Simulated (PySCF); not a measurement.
State search for SiC

Unrestricted PBE0; Si def2-TZVPPD, C def2-TZVPPD; no relativity (PySCF 2.14). Outer shells of the fragments: Si 3s2 3p2; C 2s2 2p2.

Followed along the bond (rough minima from three points):

| 2Ms+1 | unpaired | ⟨S²⟩ at the start | R at minimum (Å) | Te (eV) |
| --- | --- | --- | --- | --- |
| 3 | σ ↑, π ↑ | 2.11 | 1.71 | 0.00 |
| 1 | σ ↑, π ↓ | 1.03 | 1.71 | 0.30 |
| 3 | π ↑↑ | 2.01 | 1.81 | 0.33 |
| 1 | π ↑↓ | 1.01 | 1.81 | 0.59 |
| 1 | none | 0.00 | 1.83 | 1.47 |

Solutions found at the starting distance of 1.825 Å, counted from the lowest of them; the search is not exhaustive and high or unbound solutions are not listed, so other states can lie among these:

```
2Ms+1    unpaired   term  E (eV)  ⟨S²⟩  ⟨Lz²⟩  μ (D)
    3    σ ↑, π ↑     ³Π    0.00  2.11   1.01  -1.76
    3        π ↑↑    ³Σ⁻    0.16  2.01   0.00  -2.54
    1    σ ↑, π ↓  mixed    0.31  1.03   1.03  -2.02
    1        π ↑↓  mixed    0.42  1.01   2.02  -2.47
    1        none  mixed    1.30  0.00   2.00  -2.26
    1        none    ¹Σ⁺    1.64  0.00   0.00  -2.45
    5  σ ↑, π ↑↑↑     ⁵Π    1.71  6.01   1.01  -0.34
    3  σ ↑, π ↑↑↓  mixed    2.37  3.02   3.03  -0.57
    3  σ ↓, π ↑↑↑  mixed    2.46  3.04   1.01  -0.68
    1  σ ↑, π ↑↓↓  mixed    2.61  2.03   3.03  -0.50
```

A term symbol is given only where ⟨S²⟩ and ⟨Lz²⟩ are close to those of a pure state; real π, δ and φ orbitals otherwise mix terms. A positive dipole means Si(−)C(+).
